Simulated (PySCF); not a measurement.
Compound: C6H8.
Structure used (PBE0-D3(BJ)/def2-SVP), in Å, numbered top down from 1:
```
atom  x, y, z in Å
C1     2.2019   -1.0140    1.3777
C2     1.5712   -0.4258    0.5250
C3     0.8233    0.2651   -0.4893
C4    -0.1834    1.3292   -0.1079
C5    -0.6675    0.0271   -0.6549
C6    -1.3959   -0.9613    0.2120
H7     2.7658   -1.5319    2.1304
H8     1.3837    0.4403   -1.4138
H9    -0.2312    2.2244   -0.7328
H10   -0.3193    1.5106    0.9617
H11   -0.9975    0.0491   -1.6992
H12   -1.3067   -1.9824   -0.1897
H13   -0.9868   -0.9709    1.2327
H14   -2.4667   -0.7119    0.2738
```

Level of theory: core-valence-separated Tamm–Dancoff BHandHLYP/aug-pcX-1 (pcseg-1 on H) in PySCF, non-relativistic, gas phase, PBE0-D3(BJ)/def2-SVP geometry. BHandHLYP without relativity tends to put these K edges a few eV too low, so spacings mean more than positions.

Problem. Give energies, oscillator strengths and core holes at the C K edge.

Solution. 
| E (eV) | f | core hole on | main final orbital | polarisation |
| --- | --- | --- | --- | --- |
| 283.52 | 0.0642 | C1 | spread | across the triple bond |
| 283.69 | 0.0501 | C2 | LUMO+6 (32 %) | across the triple bond |
| 283.77 | 0.0783 | C1 | LUMO+5 (34 %) | across the triple bond |
| 283.83 | 0.0347 | C2 | LUMO+5 (45 %) | across the triple bond |
| 285.46 | 0.0090 | C6 | LUMO (41 %) | – |
| 285.63 | 0.0090 | C1 | LUMO+1 (40 %) | along the triple bond |
| 285.80 | 0.0113 | C4 | LUMO (60 %) | – |
| 285.92 | 0.0157 | C5 | LUMO (62 %) | – |
| 286.10 | 0.0374 | C4 | spread | – |
| 286.15 | 0.0146 | C3 | LUMO (54 %) | – |
| 286.16 | 0.0254 | C6 | spread | – |
| 286.23 | 0.0135 | C6 | LUMO+1 (48 %) | – |
| 286.27 | 0.0535 | C5 | spread | – |
| 286.34 | 0.0197 | C4 | spread | – |
| 286.44 | 0.0057 | C1 + C2 | LUMO (34 %) | – |
| 286.50 | 0.0002 | C1 + C2 | LUMO (43 %) | – |
| 286.59 | 0.0169 | C3 | LUMO+5 (40 %) | – |
| 286.66 | 0.0126 | C6 | spread | – |
| 286.86 | 0.0058 | C1 | LUMO+2 (32 %) | across the triple bond |
| 286.90 | 0.0044 | C1 | LUMO+3 (43 %) | across the triple bond |
| 287.05 | 0.0035 | C4 | LUMO+3 (30 %) | – |
| 287.06 | 0.0043 | C6 | spread | – |
| 287.10 | 0.0009 | C2 | LUMO+1 (48 %) | – |

The first line with a tenth or more of the strongest one's intensity is at 283.52 eV (f = 0.064), with the hole on C1 (terminal alkyne carbon), polarised across the triple bond: a 1s→π* resonance. The strongest listed is at 283.77 eV (f = 0.078; C1).

Roots within 0.03 eV whose holes lie on the same, on equivalent or on shared atoms are summed into one line, and the highest roots are left out, as the search may have cut off their partners. Final orbitals are the ground state's empty Kohn–Sham orbitals. A dash: too weak, shared between unlike atoms, or no plane or axis to refer to.

Problem. What length of transition dipole belongs to the line at 283.69 eV?

Solution. From f = (2/3) ΔE |μ|² in atomic units, with ΔE = 10.425 Eh and f = 0.0501: |μ| = 0.085 au = 0.22 D.

The list ends where the root search ended, not at a threshold.
